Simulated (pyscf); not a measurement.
Structures and frequencies: ωB97X-D3(BJ)/def2-SVP in PySCF.

**Question.** Estimate the classical barrier height and the reaction energy of H₂C=CH–F + F–C:–F [singlet] → cyclic C₃H₃F₃ (SMILES FC1CC1(F)F) at ωB97M-D3(BJ)/def2-TZVP. The step runs on the singlet surface, breaks none and forms C–C, C–C; take the separated reactants as zero.

**Answer.** ΔE‡ = 15.2 kcal/mol, ΔE = -42.1 kcal/mol. Zero-point energy shifts the barrier by +1.7 kcal/mol. It is a cycloaddition, with an imaginary mode of 434i cm⁻¹. cyclic C₃H₃F₃ (SMILES FC1CC1(F)F) lies 14.6 kcal/mol over its isomer H₂C=C(F)–CH(F)–F, and others may lie lower still (electronic energy, ωB97M-D3(BJ)). This is the saddle that the search found; another between the same sides may lie lower. One closed-shell reference is unstable to symmetry breaking; treat the single-reference values with care.
